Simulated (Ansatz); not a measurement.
Two shapes of triplet N2H2.

Shape 1:

```xyz
4

N    -0.5089    0.0486   -0.3171
N     0.5182   -0.0662    0.3094
H    -1.1721    0.5714    0.2514
H     1.1799   -0.5907   -0.2590
```

Shape 2:

```xyz
4

N    -0.2930    0.5144   -0.1698
N     0.2930   -0.5144    0.1698
H    -1.1629    0.5632    0.3969
H     1.1629   -0.5632   -0.3969
```

Basis set: def2-SVP (spherical functions). Left uncorrelated: 2 orbitals. Charge 0, multiplicity 3.

Computed with Ansatz (development build ahead of 0.2.0); each method stands on the lowest determinant of its kind that the runs found.

(1) Which shape is lower in energy, and by how much in each method?

Results:

(1)

```json
{"method": "UHF", "E(2) − E(1) (eV)": "0.012"}
{"method": "UHF-MP2", "E(2) − E(1) (eV)": "-0.063"}
```

The methods disagree on the order. Caution: another spin multiplicity may lie lower.
